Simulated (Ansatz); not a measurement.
**How fast does Si move in Si?**

Level of theory: DFT r2SCAN, scalar-relativistic, plane waves, PAW (Ansatz 0.2.0). (500 eV cutoff, 2×2×2 k-mesh, Gaussian smearing of 0.02 eV, no spin polarisation)

Host crystal, relaxed:

```
Si
1.0
     0.00000    2.72185    2.72185
     2.72185    0.00000    2.72185
     2.72185    2.72185    0.00000
Si
2
Direct
  0.75000 0.75000 0.75000
  0.50000 0.50000 0.50000
```

In a supercell of 16 host sites with charge -2, Si trades places with a neighbouring Si vacancy, moving 2.06 Å. Climbing-image nudged elastic band at fixed cell; the order of the saddle wasn't checked, and the small cell leaves errors of about a tenth of an eV.

| image | path (Å) | E − E(0) (eV) |
| --- | --- | --- |
| 0 | 0.00 | 0.000 |
| 1 | 0.35 | 0.077 |
| 2 | 0.70 | 0.340 |
| 3 | 1.05 | 0.536 |
| 4 | 1.40 | 0.339 |
| 5 | 1.74 | 0.077 |
| 6 | 2.09 | 0.000 |

Task: What are the barriers forward and back, and what attempt frequency does the shape suggest?

Result: Forward 0.54 eV, back 0.54 eV, the ends being level. For a sinusoidal profile E_b sin²(πx/l), with the Si atom alone moving, ν = (1/l)√(E_b/2m) = 4.7×10¹² s⁻¹, within an order of magnitude of the customary 10¹³ s⁻¹; a true prefactor needs the vibrations at the minimum and at the saddle.

Task: With ν = 10¹³ s⁻¹, how often does the exchange happen at 300, 600 and 1000 K once atom and vacancy are neighbours, taking the host as solid throughout? Does that give the diffusivity?

Result: k = ν exp(−E_b/k_BT):
| T (K) | k (1/s) | wait (s) |
| --- | --- | --- |
| 300 | 9744 | 1.0×10⁻⁴ |
| 600 | 3.1×10⁸ | 3.2×10⁻⁹ |
| 1000 | 2.0×10¹⁰ | 5.1×10⁻¹¹ |

No. The atom can jump only when a vacancy is beside it, so where vacancies are thermal the activation energy of diffusion adds the vacancy's formation energy; where doping, quenching or off-stoichiometry fixes their number, it doesn't. And repeated exchanges only swap the two back and forth: Si gets on when the vacancy moves round it by other jumps, which the correlation factor counts. An error of 0.1 eV in the barrier changes k by a factor of 48 at 300 K and 3.2 at 1000 K.

The relaxation kept the symmetry at the defect while a level is partly filled, so a distortion that splits the level (Jahn–Teller) was held off and may lie lower. The cell is also small for a charged defect.

Cost: 1 run of about 15 core-minutes, on Intel Xeon Processor @ 2.50GHz (Skylake/Cascade Lake) (shared hosts).